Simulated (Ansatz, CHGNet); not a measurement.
Elastic constant C33 (GPa) of solids drawn from the class of elemental solids other than molecular ones, at two levels: the machine-learned potential CHGNet 0.3.0 (trained on PBE and PBE+U data), and PBE in Ansatz (PAW).

```tsv
solid	CHGNet 0.3.0	PBE	shift (%)
hcp Zn	95.5	65.4	-32
hcp Os	548	821	+50
hcp Y	57.8	80.7	+40
hcp Hf	155	197	+27
hcp Mg	46.6	68.8	+48
hcp Tl	23.6	41.1	+74
hcp Zr	109	162	+49
α-phase Ga	45.9	80.9	+76
hcp Lu	52.9	91.4	+73
```

The shifts run from -32 % to +76 %, with a median of +49 %.

Over all 9 rows PBE is the larger in 8.

Ansatz's runs of these crystals have no spin polarisation.

Spin–orbit coupling is left out, also for the solids with elements from indium on (hcp Os, hcp Hf, hcp Tl, hcp Lu); its size isn't shown.

Each level is taken at its own relaxed cell. Ansatz's density-functional and Hartree–Fock values are scalar-relativistic unless marked +SOC, with PAW data made under PBE.

Ansatz is a quantum-chemistry and plane-wave program.
